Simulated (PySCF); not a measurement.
formyl fluoride: calculation against experiment

**Measured values to compare with.**

From NIST CCCBDB Release 22 (SRD 101), experimental dipoles, for the gas: dipole moment 2.081 D.

The results are set against them at the end.

Formyl fluoride, CHFO.
Atom-mapped SMILES: `[O:1]=[CH:2][F:3]` (hydrogens: H4 on C2)

Structure used (PBE0-D3(BJ)/def2-SVP), in Å, numbered top down from 1:
```
atom  x, y, z in Å
O1    -0.8891   -0.8513   -0.0016
C2    -0.0768    0.0009   -0.0050
F3     1.2298   -0.2395   -0.0114
H4    -0.2532    1.0949   -0.0044
```

The PySCF runs (gas phase, on this PBE0-D3(BJ)/def2-SVP geometry; no spin–orbit coupling):

```
                             level                                                                            job  basis functions  wall time
PBE0-D3(BJ)/def2-SVP, grid level 1                                    geometry optimisation from a GFN2-xTB start               47      4.6 s
                   B3LYP/def2-SVPD  10 singlets by full TDDFT, 4 Tamm–Dancoff triplets, polarisability, ΔSCF ions               74      9.3 s
                      HF/def2-SVPD        10 singlets by TDHF, 4 Tamm–Dancoff triplets, polarisability, ΔSCF ions               74      1.2 s
                     LDA/def2-SVPD  10 singlets by full TDDFT, 4 Tamm–Dancoff triplets, polarisability, ΔSCF ions               74      5.8 s
                     PBE/def2-SVPD  10 singlets by full TDDFT, 4 Tamm–Dancoff triplets, polarisability, ΔSCF ions               74      9.7 s
               B3LYP/aug-cc-pVTZ-J                                    spin–spin couplings from 4 perturbed nuclei              158      6.6 s
                     B3LYP/cc-pVTZ                                    spin–spin couplings from 4 perturbed nuclei              104      4.0 s
                   B3LYP/def2-TZVP                                    spin–spin couplings from 4 perturbed nuclei               99      4.0 s
                       B3LYP/pcJ-0                                    spin–spin couplings from 4 perturbed nuclei               42      1.6 s
                       B3LYP/pcJ-2                                    spin–spin couplings from 4 perturbed nuclei              177      7.4 s
                   BHandHLYP/pcJ-1                                    spin–spin couplings from 4 perturbed nuclei               91      3.4 s
                   CAM-B3LYP/pcJ-1                                    spin–spin couplings from 4 perturbed nuclei               91      4.1 s
```

Hardware: Intel Xeon Platinum 8259CL at 2.50 GHz, one thread, no GPU, shared host.

**Comparison with experiment**

**Dipole moment.** Measured: 2.081 D (NIST CCCBDB Release 22 (SRD 101), experimental dipoles).

| level | computed (D) | computed − measured (D) | % (from the printed values) |
| --- | --- | --- | --- |
| PBE0-D3(BJ)/def2-SVP | 2.011 | -0.070 | -3 |
| B3LYP/def2-SVPD | 2.110 | +0.029 | +1 |
| HF/def2-SVPD | 2.466 | +0.385 | +19 |
| LDA/def2-SVPD | 2.026 | -0.055 | -3 |
| PBE/def2-SVPD | 1.976 | -0.105 | -5 |
| B3LYP/aug-cc-pVTZ-J | 2.100 | +0.019 | +1 |
| B3LYP/cc-pVTZ | 2.054 | -0.027 | -1 |
| B3LYP/def2-TZVP | 2.090 | +0.009 | 0 |
| B3LYP/pcJ-0 | 2.128 | +0.047 | +2 |
| B3LYP/pcJ-2 | 2.140 | +0.059 | +3 |
| BHandHLYP/pcJ-1 | 2.313 | +0.232 | +11 |
| CAM-B3LYP/pcJ-1 | 2.196 | +0.115 | +6 |

12 of the 13 levels run are shown, the closest and the furthest among them. Closest is B3LYP/def2-TZVP (+0.009 D), furthest HF/def2-SVPD (+0.385 D); one molecule doesn't rank methods. The computed dipoles belong to one fixed geometry; measured ones are averaged over vibrations unless marked μe. Magnitudes are compared, not signs.

The geometry is computed, not the measured one. Where a level misses, the cause wasn't examined.
